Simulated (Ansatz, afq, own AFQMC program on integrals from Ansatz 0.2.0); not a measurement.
**AFQMC, coupled cluster and functionals along a coordinate of NHO, triplet**

```xyz
3

N     0.0000   -0.1231    0.5972
O     0.0000    0.0652   -0.6011
H     0.0000    0.6766    1.2433
```

The N1–O2 distance is changed with both sides rigid. Energies in mEh count from this geometry (1.213 Å) at the same level; the start stands on UHF, each point on the determinant named.

Basis cc-pVDZ. Noble-gas cores (and the filled d shells of Ga–Kr and In–Xe) are frozen. AFQMC by an in-house program on the Cholesky factors that Ansatz 0.2.0 writes for its CCSD(T) run. ph-AFQMC/CISD is guided by a CISD state made of CCSD amplitudes; releasing the constraint for a short imaginary time cuts its bias at the price of noise, slowly where states lie close. Error bars are statistical, one sigma.

Cautions, each for one point or more: CCSDT(Q) on the ROHF determinant differs, by its state or its frozen core; CCSDT(Q) on the UHF determinant differs, perhaps since the unrestricted series falls towards higher spin; a spin-contaminated unrestricted determinant lies lower; cluster runs in doubt by the program's own checks; higher spins were not checked; lower spins were not checked; released walk and highest rung disagree; strong correlation; unrestricted determinant spin contaminated; walk and cluster series may follow different spin states.

| r(N1–O2) / Å | det. | T1 | weight | ⟨S²⟩ | CCSD(T) | ph-AFQMC/CISD | released AFQMC | CCSDT(Q) | PBE | PBE0 |
| --- | --- | --- | --- | --- | --- | --- | --- | --- | --- | --- |
| 1.102 | UHF | 0.015 | 0.91 | 2.02 | 31.2 | 32.3 ± 0.8 | 29.9 ± 1.3* | 31.7 | 31.6 | 26.0 |
| 1.330 | UHF | 0.060 | 0.82 | 2.02 | 9.2 | 10.3 ± 1.1 | 6.5 ± 2.0* | 8.2 | 8.4 | 14.3 |
| 1.660 | ROHF | 0.059 | 0.81 | pure | 86.7 | 86.4 ± 1.3 | – | 84.0 | 92.9 | 105.9 |
| 2.196 | UHF¶ | 0.026 | 0.83 | 2.94 | 151.1 | 145.4 ± 1.0 | – | 136.9 | 188.5§ | 180.7§ |
| 3.277 | UHF†¶ | 0.004 | 0.82 | 3.01 | 152.8 | 152.3 ± 1.5 | 150.7 ± 2.1* | 140.7 | 219.3§ | 194.9§ |

Weight is that of the determinant in the CISD state; at the start T1 is 0.032 and the weight 0.88, and ⟨S²⟩ is 2.03. ¶ marks points with a poor determinant and no full CI, where no value is sure; they don't count among the departures. An asterisk marks released energies that aren't shown to be converged. A dagger marks points whose determinant fills other symmetries than the start's, so the wave-function levels may follow another state there, or a degenerate partner. A dash marks a missing value, a released energy that hasn't settled or a functional that sits on another state. § marks a functional whose ⟨S²⟩ is too high by over 0.1. Largest departures from phaseless AFQMC with a CISD trial: CCSD(T) -1.1 mEh at 1.330 (on UHF) (within the noise), CCSDT(Q) -2.4 mEh at 1.660 (on ROHF) (within the noise), PBE 6.5 mEh at 1.660, PBE0 19.5 mEh at 1.660. The walk's constraint bias lies outside its error bars, so these are departures and not errors. Functionals count only at points shown to share the start's state and spin. In this small basis the wave-function levels are far from their limit, so their gap to the functionals isn't the functionals' error.

Some points may be missing: those where a free walk finds a much lower state, and past Zn most of those on another determinant than at the start.

CCSDT and higher add their correlation energy to the determinant of the CCSD(T) run, since their own runs factorise the integrals more tightly (a shift of under 2 meV). A walk keeps the symmetry of its determinant, which the program's search chose and which needn't be the lowest solution, so a lower state of the same spin and another symmetry isn't excluded.
